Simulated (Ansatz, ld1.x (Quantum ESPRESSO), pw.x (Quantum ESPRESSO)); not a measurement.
## What a changed setting does to a pw.x run (sc K)

Potential: norm-conserving RRKJ (Kleinman–Bylander form), ld1.x (Quantum ESPRESSO) 7.5, PBEsol; core [Ar], reference 3d0.5 4s0.5 4p0; waves: 4p (bound, empty): rc 4.20 bohr; 3d (bound): rc 2.70 bohr; 4s (bound): rc 4.20 bohr; local part: the s channel; core correction: Bessel-smoothed model core inside 2.90 bohr.

The reference run (k-mesh 8³, cutoffs 50/200 Ry, Fermi–Dirac 0.01 Ry, mixing_beta 0.4, conv_thr 1e-9, no spin) gives -0.00 GPa at 76.077 Å³/atom, where all-electron LAPW gives 0.01 GPa. This run, with its own iteration cap, changes ecutwfc (ecutrho with it) to 8, a wrong or extreme entry chosen on purpose.

```
&control
  calculation='scf', prefix='x', pseudo_dir='./', outdir='./tmp', tstress=.true., disk_io='none'
/
&system
  ibrav=0, nat=1, ntyp=1, ecutwfc=8, ecutrho=32, nbnd=7,
  occupations='smearing', smearing='fd', degauss=0.01
/
&electrons
  conv_thr=1e-09, mixing_beta=0.4, electron_maxstep=70
/
ATOMIC_SPECIES
K 1.0 K.UPF
CELL_PARAMETERS angstrom
  4.23725362 0.00000000 0.00000000
  0.00000000 4.23725362 0.00000000
  0.00000000 0.00000000 4.23725362
ATOMIC_POSITIONS crystal
K 0.0000 0.0000 0.0000
K_POINTS automatic
8 8 8 0 0 0
```

```bash
pw.x < K.scf.in > K.scf.out
```

How does the run end?

It converges in 7 iterations; the free energy moves by +21.3 meV/atom and the pressure by +0.06 GPa. The result is not a property of the crystal.

```
Message from routine setup:
     using ibrav=0 with symmetry is DISCOURAGED, use correct ibrav instead
     lattice parameter (alat)  =       8.0072  a.u.
     unit-cell volume          =     513.3930 (a.u.)^3
     number of electrons       =         1.00
     number of Kohn-Sham states=            7
     kinetic-energy cutoff     =       8.0000  Ry
     charge density cutoff     =      32.0000  Ry
     scf convergence threshold =      1.0E-09
     Exchange-correlation= PBESOL
     number of k points=    35  Fermi-Dirac smearing, width (Ry)=  0.0100
     iteration #  1     ecut=     8.00 Ry     beta= 0.40
     total energy              =      -2.90114616 Ry
     estimated scf accuracy    <       0.00238242 Ry
     iteration #  2     ecut=     8.00 Ry     beta= 0.40
     total energy              =      -2.90078750 Ry
     estimated scf accuracy    <       0.00080614 Ry
     iteration #  3     ecut=     8.00 Ry     beta= 0.40
     total energy              =      -2.90080774 Ry
     estimated scf accuracy    <       0.00000114 Ry
     iteration #  4     ecut=     8.00 Ry     beta= 0.40
     c_bands:  1 eigenvalues not converged
     total energy              =      -2.90080865 Ry
     estimated scf accuracy    <       0.00000156 Ry
     iteration #  5     ecut=     8.00 Ry     beta= 0.40
     total energy              =      -2.90080867 Ry
     estimated scf accuracy    <          8.8E-09 Ry
     iteration #  6     ecut=     8.00 Ry     beta= 0.40
     total energy              =      -2.90080868 Ry
     estimated scf accuracy    <          4.7E-09 Ry
     iteration #  7     ecut=     8.00 Ry     beta= 0.40
     the Fermi energy is    -0.3507 ev
!    total energy              =      -2.90080868 Ry
     estimated scf accuracy    <          2.6E-12 Ry
     smearing contrib. (-TS)   =      -0.00310441 Ry
     The total energy is F=E-TS. E is the sum of the following terms:
     one-electron contribution =       0.27089630 Ry
     hartree contribution      =       0.00131448 Ry
     xc contribution           =      -2.81557392 Ry
     ewald contribution        =      -0.35434113 Ry
     convergence has been achieved in   7 iterations
          total   stress  (Ry/bohr**3)                   (kbar)     P=        0.54
     Message from routine punch:
     Nothing written, as per user request (disk_io='none')
```

The run took about 0.5 s on one core of a shared host (Neoverse-V1, 32 threads, 247 GiB, load 12).
